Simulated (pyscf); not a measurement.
Single points on ωB97X-D3(BJ)/def2-SVP structures (PySCF, gas phase).

SMILES: [Cl][TiH]([Cl])[Cl]
```xyz
5

Cl     0.8626     1.4387    -0.9143
Ti     0.6717    -0.3553     0.2527
Cl     1.1709    -0.1657     2.3341
Cl    -1.0503    -1.5651    -0.1823
H      1.8997    -1.2746    -0.3185
```
Charge 0, spin multiplicity 1.

### Question
List the bond dissociation enthalpies at 298 K of Cl–TiH(Cl)–Cl from ωB97M-D3(BJ)/def2-TZVP, from the weakest bond up.

### Answer
H–Ti to [Cl–Ti(Cl)–Cl]• + H•: 2.02 eV; Cl–Ti to Cl• + [Cl–TiH–Cl]•: 3.95 eV. Ring and multiple bonds, and those that leave no two simple radicals, are not listed. The radicals are drawn with the spin at the cut bond; how far it spreads was not checked. Left out: the spin-orbit lowering of Cl. Open-shell species with a d-block atom are single-reference here; other states, and whether the spin sits on metal or ligand, were not checked.
